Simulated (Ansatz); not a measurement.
# C₂H₄FNO: how energies converge with the basis set

Aim: see how fast density functionals converge with the basis set for C₂H₄FNO.

Computed with Ansatz 0.2.0, Gaussian basis. Level: one geometry, several basis sets.

Plan: PBE0-D4/def2-SVP; ωB97M-V/def2-SVP; PBE0-D4/def2-QZVPP; ωB97M-V/def2-QZVPP; the functionals' def2-TZVPP values are taken from earlier runs.

**1. Structure used throughout**

All runs share one geometry, relaxed beforehand with PBE0-D4 in a triple-zeta def2 set.

9 atoms, charge 0, spin multiplicity 1.

Atoms are counted from 1 here; the program's logs count them from 0.

Bond lengths: N1–C2 1.403 Å, N1–H6 1.010 Å, N1–H7 1.009 Å, C2–F3 1.355 Å, C2–C4 1.459 Å, C2–O5 1.368 Å, C4–O5 1.451 Å, C4–H8 1.087 Å, C4–H9 1.086 Å. Angles: C2–N1–H6 112.2°, C2–N1–H7 111.3°, H6–N1–H7 110.8°, N1–C2–F3 109.3°, N1–C2–C4 129.1°, N1–C2–O5 116.5°, F3–C2–C4 116.3°, F3–C2–O5 115.5°, C4–C2–O5 61.7°, C2–C4–O5 56.1°, C2–C4–H8 120.3°, C2–C4–H9 119.6°, O5–C4–H8 114.6°, O5–C4–H9 114.4°, H8–C4–H9 116.6°, C2–O5–C4 62.3°.

**2. PBE0-D4 in def2-SVP**

Contents of in.yaml:

```yaml
crystal:
  periodic: [false, false, false]
  atoms:
    - {symbol: N, position_ang: [-0.275470, 1.234522, 0.644130]}
    - {symbol: C, position_ang: [0.424028, 0.227038, -0.036498]}
    - {symbol: F, position_ang: [1.739540, 0.303128, 0.279016]}
    - {symbol: C, position_ang: [-0.054486, -1.069066, -0.506293]}
    - {symbol: O, position_ang: [0.144692, 0.081812, -1.367596]}
    - {symbol: H, position_ang: [-0.209814, 1.133012, 1.647347]}
    - {symbol: H, position_ang: [-1.240481, 1.274046, 0.351016]}
    - {symbol: H, position_ang: [-1.093465, -1.353889, -0.363533]}
    - {symbol: H, position_ang: [0.653857, -1.876802, -0.664790]}
basis:
  gaussian: {orbitals: def2-SVP}
hamiltonian: {xc: pbe0, dispersion: d4}
output: {orbitals: {seedname: orbitals}}
```

After this run come: ωB97M-V in def2-SVP; PBE0-D4 in def2-QZVPP; ωB97M-V in def2-QZVPP.

Before running them: what should the planned runs give, taken together? Wanted: PBE0-D4: double and triple zeta above quadruple; ωB97M-V: double and triple zeta above quadruple.

As calculated:

| quantity | value |
| --- | --- |
| PBE0-D4: double and triple zeta above quadruple | 10.35, 0.46 eV |
| ωB97M-V: double and triple zeta above quadruple | 10.61, 0.43 eV |

In words: For PBE0-D4 the step from double to triple zeta gains 9.90 eV and the next only 0.46 eV. These are total energies; as a rule much of such shifts cancels in differences, which this series doesn't test. The LUMO of ωB97M-V is positive and keeps falling with the basis (3.37 to 1.63 eV): an unbound level that the basis holds in place.
